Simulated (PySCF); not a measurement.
TDDFT beside published excitation energies

Published values to compare with (the computed states carry no symmetry labels, so the two lists aren't matched line by line):

```
     state  E (eV)  f   kind of transition  source
 3B2(π→π*)    3.43     vertical absorption     [1]
 3A2(n→π*)    3.63     vertical absorption     [1]
 3B1(n→π*)    3.71     vertical absorption     [1]
 1A2(n→π*)    3.87     vertical absorption     [1]
 1A2(n→π*)    3.91     vertical absorption     [2]
 3A1(π→π*)    4.22     vertical absorption     [1]
 1B1(n→π*)    4.28     vertical absorption     [1]
 1B1(n→π*)    4.31     vertical absorption     [2]
 1A1(π→π*)    4.47     vertical absorption     [1]
 1B2(π→π*)    5.15     vertical absorption     [1]
 1B1(n→π*)    5.52     vertical absorption     [1]
1A2(Mixed)    5.74     vertical absorption     [1]
 1A2(n→π*)    5.87     vertical absorption     [1]
 1A1(π→π*)    6.15     vertical absorption     [1]
  1B2(Ryd)    6.23     vertical absorption     [1]
 1A1(π→π*)    6.36     vertical absorption     [1]
  1A2(Ryd)    6.43     vertical absorption     [1]
```

[1] computed, CC3/aug-cc-pVTZ, gas; Loos, Jacquemin, bicyclic systems (2021), arXiv:2109.13894
[2] computed, theoretical best estimate (aug-cc-pVQZ), gas; Loos, Comin, Blase, Jacquemin, intramolecular charge-transfer excitations (2021), arXiv:2103.02947

Compound: phthalazine, C₈H₆N₂.
Structure used (PBE0-D3(BJ)/def2-SVP), in Å, numbered top down from 1:
```xyz
16
C8H6N2 angstrom
C     -2.0359    0.8376   -0.0018
C     -2.1640   -0.5701   -0.0519
C     -1.0476   -1.3768   -0.0772
C      0.2375   -0.7891   -0.0529
C      1.4570   -1.5201   -0.0760
N      2.6440   -0.9733   -0.0547
N      2.7659    0.3655   -0.0073
C      1.6973    1.1180    0.0175
C      0.3658    0.6195   -0.0029
C     -0.7922    1.4295    0.0227
H     -2.9356    1.4568    0.0173
H     -3.1607   -1.0170   -0.0708
H     -1.1411   -2.4650   -0.1160
H      1.4361   -2.6157   -0.1143
H      1.8748    2.1994    0.0563
H     -0.6880    2.5167    0.0613
```

Method used: TDDFT CAM-B3LYP/def2-SVPD, vertical, gas phase, core orbitals frozen in the response (PySCF).

Computed singlets: 3.77 eV (f 0.000); 4.20 eV (f 0.004); 4.81 eV (f 0.007); 4.93 eV (f 0.066); 5.69 eV (f 0.003); 6.12 eV (f 0.000); 6.27 eV (f 0.000); 6.35 eV (f 1.153); 6.46 eV (f 0.192); 6.70 eV (f 0.007). Computed triplets (Tamm–Dancoff): 3.30, 3.35, 3.42, 4.18 eV.

How does the lowest computed singlet compare with the best estimate listed for the lowest singlet (vertical absorption)?

3.77 eV against 3.91 eV for 1A2(n→π*) [2]: a difference of -0.14 eV. Geometry and basis of the two calculations needn't be the same.

How does the lowest computed triplet compare with the best estimate listed for the lowest triplet (vertical absorption)?

3.30 eV against 3.43 eV for 3B2(π→π*) [1]: a difference of -0.13 eV. Geometry and basis of the two calculations needn't be the same.

The vertical ionisation energy (ΔSCF) is 8.71 eV, 2.02 eV above S10.

Hardware: Arm Neoverse V2, one thread (shared host). Cost: 5.1 min of wall time.
